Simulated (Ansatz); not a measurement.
A nudged elastic band was laid between two geometries of CH6OSi + H2 (11 atoms, charge 0, multiplicity 1).

Level of theory: Ansatz, RKS BLYP-D4/6-31G*.

| Property | Result |
| --- | --- |
| movable images | 9 |
| climbing image | yes |
| spring | 5.0 eV/Å² |
| optimiser | quadratic models (default) |
| start path | through a guess of the saddle point |
| force threshold | 0.5 eV/Å |
| iteration limit | 60 |
| end points | relaxed |

Initial state:

```xyz
11
Properties=species:S:1:pos:R:3
Si -0.491 0.502 -0.055
O -0.121 -0.395 1.317
C -1.066 -0.490 2.398
H -2.021 -0.940 2.066
H -0.621 -1.137 3.170
H -1.275 0.501 2.843
H 0.695 0.386 -0.952
H -0.746 1.946 0.280
H -1.714 -0.029 -0.751
H 2.065 -2.491 2.316
H 1.621 -1.984 1.986
```

Final state:

```xyz
11
Properties=species:S:1:pos:R:3
Si -0.252 -0.082 -0.576
O 0.499 -0.231 2.396
C -0.713 -0.550 3.107
H -1.418 -1.148 2.495
H -0.511 -1.088 4.054
H -1.191 0.412 3.346
H 1.129 0.472 -0.466
H -1.241 0.759 0.158
H -0.637 -0.102 -2.027
H -0.297 -1.495 -0.085
H 0.957 -1.079 2.214
```

(1) Which bonds break or form, and what moves?

(2) Give the energies along the band, and the barrier.

(3) What is the geometry of the highest image?

The band took 13 iterations and about 4 core-minutes.

## Answers

(1) Bonds broken: Si1–O2, H10–H11. Bonds formed: Si1–H10, O2–H11. CH6OSi + H2 becomes CH4O + H4Si.

(2) The forces met the threshold. The highest image is number 7 of 0 to 10, 210.8 kJ/mol above the first end and 145.1 kJ/mol above the last; the last end lies 65.7 kJ/mol above the first. The threshold of 0.5 eV/Å is loose, so the images may lie well off the minimum-energy path. Neighbouring images differ by up to 1.4 eV, so the band resolves the path poorly. The order of the point at the top wasn't checked. The orbitals stay closed-shell, which can raise the energy where a bond breaks towards radicals; this wasn't checked here.

```
image  path coordinate (Å)  energy (kJ/mol)  Si1–O2 (Å)  H10–H11 (Å)  Si1–H10 (Å)
    0                 0.00              0.0        1.68         0.75         4.59
    1                 0.71              0.2        1.68         0.75         4.41
    2                 1.43              0.5        1.68         0.75         4.18
    3                 2.14              0.9        1.68         0.75         3.96
    4                 2.85              2.1        1.68         0.75         3.56
    5                 3.57             12.6        1.68         0.75         2.92
    6                 4.28             75.5        1.73         0.77         2.29
    7                 4.99            210.8        1.92         1.11         1.80
    8                 5.92            125.0        2.48         1.69         1.53
    9                 6.85             73.3        2.92         2.19         1.50
   10                 7.78             65.7        3.07         2.65         1.50
```

(3) 
```xyz
11
Properties=species:S:1:pos:R:3:forces:R:3
Si 0.025 0.038 0.058 -0.26 0.19 0.08
O 0.150 -0.463 1.911 0.00 0.21 0.00
C -0.970 -0.495 2.841 -0.08 0.03 -0.13
H -1.703 -1.259 2.530 -0.02 0.01 0.06
H -0.591 -0.719 3.849 0.06 -0.01 -0.04
H -1.441 0.498 2.834 -0.02 -0.01 0.01
H 1.289 0.593 -0.514 -0.01 -0.06 -0.01
H -0.775 1.259 0.463 0.06 0.02 0.06
H -0.900 -0.582 -0.951 0.06 0.00 0.01
H 0.725 -1.607 0.265 0.18 -0.16 -0.05
H 0.516 -1.397 1.331 0.04 -0.21 0.01
```

Run time: 4.3 min on 1 thread of Arm Neoverse V1 (shared host), peak memory 0.13 GiB.
